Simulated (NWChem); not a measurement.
BF$_{3}$; SMILES FB(F)F

```xyz
4

B      0.0000     0.0000    -0.0023
F     -0.3492    -1.2763     0.0004
F     -0.9307     0.9406     0.0004
F      1.2799     0.3357     0.0004
```
Atoms are numbered in this order, from 1.

Computed with NWChem. Geometry optimised at PBE-D3(BJ)/def2-SVP; all other runs use it. Pople sets run with spherical d functions. Vzz has the sign of the potential's second derivative.

| quantity | level | value |
|---|---|---|
| charge (e), Mulliken F3 | Hartree-Fock/6-31G* | -0.38 |
| Vzz B1 (a.u.) | CAM-B3LYP/def2-SVP | (withheld) |
| first state with f > 0.002 (eV), B K edge, unshifted | PBE0/6-311G**, TDA | 186.4 |
| vertical, lowest excitation, singlet (eV) | B3LYP/6-31+G*, TDA | (withheld) |
| vertical ionisation energy, ΔSCF (eV) | PBE/def2-SVP | (withheld) |
| dipole (D) | PBE-D3(BJ)/def2-SVP | 0.01 |
| highest harmonic frequency (cm⁻¹) | PBE-D3(BJ)/def2-SVP | 1449 |

Question: Complete the blanks.

Answer: 
- Vzz B1 (a.u.), value: 0.266
- vertical, lowest excitation, singlet (eV), value: 10.30
- vertical ionisation energy, ΔSCF (eV), value: 14.26
